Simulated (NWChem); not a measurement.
# C2H4N2 (SMILES N=C=CN) at 6 levels

Aim: a comparison of 6 runs (HF/STO-3G, HF/3-21G, B3LYP/6-31G*, B2PLYP/6-31G**, CCSD/6-31+G*) of C2H4N2. 

The results are computed with NWChem 7.3.0.

## Step 1: The system as given

C2H4N2: 8 atoms, total charge 0, spin state singlet. SMILES: `N=C=CN`. Geometry: relaxed at PBE0-D4/def2-TZVP. This is one conformer, not always the lowest.

Bond lengths: N1–C2 1.227 Å, C2–C3 1.309 Å, C3–N4 1.418 Å, N1–H5 1.022 Å, C3–H6 1.084 Å, N4–H7 1.013 Å, N4–H8 1.011 Å. Angles: N1–C2–C3 175.8°, C2–C3–N4 125.5°, C2–N1–H5 114.4°, C2–C3–H6 117.7°, N4–C3–H6 116.5°, C3–N4–H7 111.1°, C3–N4–H8 111.8°, H7–N4–H8 108.2°.

## Step 2: Energy and forces at HF/STO-3G (run 1)

The input, run.py:

```python
from ase import Atoms
from ase.calculators.nwchem import NWChem

system = Atoms(['N', 'C', 'C', 'N', 'H', 'H', 'H', 'H'], positions=[
    [-0.901600, 1.847800, -0.417500],
    [-0.177400, 0.906900, -0.109500],
    [0.558300, -0.092300, 0.307500],
    [0.262900, -1.466300, 0.121900],
    [-0.790100, 2.167300, -1.381900],
    [1.522400, 0.139900, 0.745700],
    [0.249700, -1.959800, 1.006200],
    [-0.632100, -1.600600, -0.328200],
])

calc = NWChem(
    label='c2h4n2',
    theory='scf',
    memory='2200 mb',
    basis='STO-3G',
    basispar='spherical bse',
    scf={'nopen': '0', 'rhf': None, 'thresh': '1e-08', 'maxiter': '80'},
)
system.calc = calc

forces = system.get_forces()
print("Total energy (eV):", round(system.get_potential_energy(), 6))
print("forces (eV/A):")
for s, f in zip(system.symbols, forces):
    print(f"{s:2s} {f[0]:10.5f} {f[1]:10.5f} {f[2]:10.5f}")
print("dipole (e A):", system.get_dipole_moment().round(4))
```

Command:

```bash
$ export ASE_NWCHEM_COMMAND="nwchem PREFIX.nwi > PREFIX.nwo"
$ python run.py
```

Log:

```text
Total energy (eV): -5020.171245
forces (eV/A):
N    -1.33039    0.90523    1.08778
C     1.50122   -2.08779    0.50327
C    -0.23448    2.61353   -0.12820
N     0.75817   -1.16574   -0.74963
H     0.30344    0.35851   -1.33497
H     0.01574   -0.14419    0.06392
H    -0.08870   -0.43081    0.85880
H    -0.92503   -0.04880   -0.30102
dipole (e A): [ 0.0032 -0.115  -0.0593]
```

The calculator wrote c2h4n2.nwi:

```
title "c2h4n2"

permanent_dir c2h4n2

scratch_dir c2h4n2

start c2h4n2

geometry units angstrom nocenter noautosym noautoz
  N  -9.0159999999999996e-01 1.8478000000000001e+00 -4.1749999999999998e-01
  C  -1.7740000000000000e-01 9.0690000000000004e-01 -1.0950000000000000e-01
  C  5.5830000000000002e-01 -9.2299999999999993e-02 3.0750000000000000e-01
  N  2.6290000000000002e-01 -1.4662999999999999e+00 1.2189999999999999e-01
  H  -7.9010000000000002e-01 2.1673000000000000e+00 -1.3818999999999999e+00
  H  1.5224000000000000e+00 1.3990000000000000e-01 7.4570000000000003e-01
  H  2.4970000000000001e-01 -1.9598000000000000e+00 1.0062000000000000e+00
  H  -6.3210000000000000e-01 -1.6006000000000000e+00 -3.2819999999999999e-01
end

memory 2200 mb

basis spherical bse noprint
   * library STO-3G
end

scf
  nopen 0
  rhf
  thresh 1e-08
  maxiter 80
end

task scf gradient
```

c2h4n2.nwo:

```text
Northwest Computational Chemistry Package (NWChem) 7.3.0
             --------------------------------------------------------

           Job information
           ---------------

    nwchem branch   = 7.3.0
    use scalapack   = T
    input           = c2h4n2.nwi
    prefix          = c2h4n2.
    data base       = c2h4n2/c2h4n2.db
    status          = startup
    nproc           =        1

           Memory information
           ------------------

    heap     =     72089596 doubles =      550.0 Mbytes
    stack    =     72089601 doubles =      550.0 Mbytes
    global   =    144179200 doubles =     1100.0 Mbytes (distinct from heap & stack)
    total    =    288358397 doubles =     2200.0 Mbytes
    verify   = yes
    hardfail = no

[... 132 lines left out ...]
 Convergence threshold     :          1.000E-08
[... 13 lines left out ...]
       Final RHF  results
[... 3 lines left out ...]
      One-electron energy =   -456.736010179172
[... 1 line left out ...]
 Nuclear repulsion energy =    103.961399272591
[... 32 lines left out ...]
                       ROHF Final Molecular Orbital Analysis
[... 197 lines left out ...]
                         RHF ENERGY GRADIENTS

    atom               coordinates                        gradient
                 x          y          z           x          y          z
   1 N      -1.703777   3.491836  -0.788961    0.025872  -0.017604  -0.021154
   2 C      -0.335237   1.713792  -0.206925   -0.029194   0.040601  -0.009787
   3 C       1.055034  -0.174422   0.581091    0.004560  -0.050825   0.002493
[... 4 lines of this table left out ...]
   8 H      -1.194496  -3.024695  -0.620208    0.017989   0.000949   0.005854

                 ----------------------------------------
                 |  Time  |  1-e(secs)   |  2-e(secs)   |
                 ----------------------------------------
                 |  CPU   |       0.00   |       0.10   |
                 ----------------------------------------
                 |  WALL  |       0.00   |       0.10   |
                 ----------------------------------------

 Task  times  cpu:        1.1s     wall:        1.1s
 Total times  cpu:        1.1s     wall:        1.1s
```

Wall time 2.2 s (1 thread of Intel Xeon Platinum 8488C (Sapphire Rapids), shared host); peak memory 0.1 GiB.

## Step 3: Energy and gradient at HF/3-21G (run 2)

The input, c2h4n2.nw:

```
start c2h4n2
memory stack 880 mb heap 220 mb global 1100 mb
geometry units angstrom noautosym nocenter noautoz
 N    -0.901600    1.847800   -0.417500
 C    -0.177400    0.906900   -0.109500
 C     0.558300   -0.092300    0.307500
 N     0.262900   -1.466300    0.121900
 H    -0.790100    2.167300   -1.381900
 H     1.522400    0.139900    0.745700
 H     0.249700   -1.959800    1.006200
 H    -0.632100   -1.600600   -0.328200
end
basis spherical bse
 * library 3-21G
end
scf
 thresh 1e-08
 maxiter 80
end
task scf gradient
```

Command:

```bash
$ nwchem c2h4n2.nw > c2h4n2.out
```

Log:

```text
[...]
  functions       =    44
[...]
  wavefunction    = RHF
[...]
         Total SCF energy =   -185.837031553881
      One-electron energy =   -456.861112323998
      Two-electron energy =    167.062681497525
 Nuclear repulsion energy =    103.961399272591
        Time for solution =      1.2s
[...]
                         RHF ENERGY GRADIENTS
    atom               coordinates                        gradient
                 x          y          z           x          y          z
   1 N      -1.703777   3.491836  -0.788961   -0.012388   0.010825   0.009272
   2 C      -0.335237   1.713792  -0.206925    0.000599   0.007185  -0.016522
   3 C       1.055034  -0.174422   0.581091   -0.006787  -0.031569   0.007218
   4 N       0.496809  -2.770905   0.230358    0.016301   0.012100  -0.008425
   5 H      -1.493073   4.095603  -2.611412    0.004104  -0.004772  -0.002710
   6 H       2.876919   0.264373   1.409169    0.007901   0.002883   0.003816
   7 H       0.471865  -3.703485   1.901442   -0.003689   0.000804   0.004319
   8 H      -1.194496  -3.024695  -0.620208   -0.006041   0.002545   0.003032
[...]
```

Run time: 1.9 s. Hardware: 1 thread of Intel Xeon Platinum 8488C (Sapphire Rapids), shared host; peak memory 0.1 GiB.

Runs 3 to 5 aren't shown in full; the table further down has their settings and results.

## Step 4: A single-point energy at CCSD/6-31+G(d) (spherical functions) (run 6)

The input, run.py:

```python
from ase import Atoms
from ase.calculators.nwchem import NWChem

atoms = Atoms(['N', 'C', 'C', 'N', 'H', 'H', 'H', 'H'], positions=[
    [-0.901600, 1.847800, -0.417500],
    [-0.177400, 0.906900, -0.109500],
    [0.558300, -0.092300, 0.307500],
    [0.262900, -1.466300, 0.121900],
    [-0.790100, 2.167300, -1.381900],
    [1.522400, 0.139900, 0.745700],
    [0.249700, -1.959800, 1.006200],
    [-0.632100, -1.600600, -0.328200],
])

calc = NWChem(
    label='c2h4n2',
    theory='ccsd',
    memory='2200 mb',
    basis='6-31+G*',
    basispar='spherical bse',
    scf={'nopen': '0', 'rhf': None, 'thresh': '1e-08', 'maxiter': '80'},
    ccsd={'freeze': 'core 4', 'maxiter': '60'},
    task='energy',
)
atoms.calc = calc

print("Total energy (eV):", round(atoms.get_potential_energy(), 6))
```

Command:

```bash
$ export ASE_NWCHEM_COMMAND="nwchem PREFIX.nwi > PREFIX.nwo"
$ python run.py
```

Log:

```text
Total energy (eV): -5101.911805
```

The calculator wrote c2h4n2.nwi:

```
title "c2h4n2"

permanent_dir c2h4n2

scratch_dir c2h4n2

start c2h4n2

geometry units angstrom nocenter noautosym noautoz
  N  -9.0159999999999996e-01 1.8478000000000001e+00 -4.1749999999999998e-01
  C  -1.7740000000000000e-01 9.0690000000000004e-01 -1.0950000000000000e-01
  C  5.5830000000000002e-01 -9.2299999999999993e-02 3.0750000000000000e-01
  N  2.6290000000000002e-01 -1.4662999999999999e+00 1.2189999999999999e-01
  H  -7.9010000000000002e-01 2.1673000000000000e+00 -1.3818999999999999e+00
  H  1.5224000000000000e+00 1.3990000000000000e-01 7.4570000000000003e-01
  H  2.4970000000000001e-01 -1.9598000000000000e+00 1.0062000000000000e+00
  H  -6.3210000000000000e-01 -1.6006000000000000e+00 -3.2819999999999999e-01
end

memory 2200 mb

basis spherical bse noprint
   * library 6-31+G*
end

scf
  nopen 0
  rhf
  thresh 1e-08
  maxiter 80
end
ccsd
  freeze core 4
  maxiter 60
end

task ccsd energy
```

c2h4n2.nwo:

```text
Northwest Computational Chemistry Package (NWChem) 7.3.0
             --------------------------------------------------------

           Job information
           ---------------

    nwchem branch   = 7.3.0
    use scalapack   = T
    input           = c2h4n2.nwi
    prefix          = c2h4n2.
    data base       = c2h4n2/c2h4n2.db
    status          = startup
    nproc           =        1

           Memory information
           ------------------

    heap     =     72089596 doubles =      550.0 Mbytes
    stack    =     72089601 doubles =      550.0 Mbytes
    global   =    144179200 doubles =     1100.0 Mbytes (distinct from heap & stack)
    total    =    288358397 doubles =     2200.0 Mbytes
    verify   = yes
    hardfail = no

[... 130 lines left out ...]
         Quadratically convergent ROHF
[... 15 lines left out ...]
       Final RHF  results
[... 4 lines left out ...]
      Two-electron energy =    167.330361075028
[... 34 lines left out ...]
                       ROHF Final Molecular Orbital Analysis
[... 305 lines left out ...]
 Total MP2 energy:           -187.461991600180795
[... 21 lines left out ...]
  Failed reading restart vector from c2h4n2/c2h4n2.t2
[... 3 lines left out ...]
             energy      energy      error      ampl     ampl      Block
[... 6 lines left out ...]
                  *************converged*************
[... 6 lines left out ...]
 Total CCSD energy:           -187.491802168826723
[... 1 line left out ...]
 --------------------------------
 Spin Component Scaled (SCS) CCSD
 --------------------------------
 Same spin contribution:                 -0.130213377649219
 Same spin scaling factor:                1.130000000000000
 Opposite spin contribution:             -0.470322022669578
 Opposite spin scaling fact.:             1.270000000000000
 SCS-CCSD correlation energy:            -0.744450085533982
 Total SCS-CCSD energy:                -187.635716854041902

 routine      calls  cpu(0)   cpu-min  cpu-ave  cpu-max   i/o
 aoccsd          1     0.01     0.01     0.01     0.01    0.00
 iterdrv         1     0.03     0.03     0.03     0.03    0.00
 pampt          15     0.17     0.17     0.17     0.17    0.00
[... 9 lines of this table left out ...]
 Total                79.92    79.92    79.92    79.92    0.00

 Task  times  cpu:       95.5s     wall:       95.5s
 Total times  cpu:       95.5s     wall:       95.5s
```

Wall time 97 s (1 thread of Intel Xeon Platinum 8488C (Sapphire Rapids), shared host); peak memory 0.19 GiB.

## Step 5: The series

```
run                                 level  iteration cap  module  energy (Eh)  dipole moment (D)  HOMO energy (eV)  LUMO energy (eV)  wall time
  1                             HF/STO-3G             80     scf  -184.487892               0.62             -6.46              7.93      2.2 s
  2                              HF/3-21G             80     scf  -185.837032               0.88             -8.21              4.41      1.9 s
  3    B3LYP/6-31G* (spherical functions)            100     dft  -188.044498               0.96             -5.22             -0.16       28 s
  4    B3LYP/6-31G* (Cartesian functions)            100     dft  -188.048652               0.96             -5.23             -0.17       29 s
  5  B2PLYP/6-31G** (spherical functions)            100     dft  -187.859056               0.95             -6.55              1.64       28 s
  6    CCSD/6-31+G* (spherical functions)             80    ccsd  -187.491802                  –             -8.63              1.66       97 s
```

## Step 6: Summary of results

```
                                          quantity          value
                               run 6: total energy  -187.49180 Eh
        run 6: HOMO energy (Hartree–Fock orbitals)       -8.63 eV
        run 6: LUMO energy (Hartree–Fock orbitals)        1.66 eV
      run 6: HOMO–LUMO gap (Hartree–Fock orbitals)       10.28 eV
run 6: correlation energy (4 core orbitals frozen)     -600.5 mEh
```

What this shows: Over runs 1, 2, 3, 4, 5 the dipole moment (its size) runs from 0.62 D (HF/STO-3G) to 0.96 D (B3LYP/6-31G*). The two ends differ in method and basis. Over runs 1, 2, 3, 4, 5 the HOMO–LUMO gap runs from 5.06 eV (B3LYP/6-31G*) to 14.38 eV (HF/STO-3G). Totals of different functionals can't be ranked against each other. In run 1 the basis is minimal, so the values are rough. All runs together took 3.1 min, the longest 97 s.
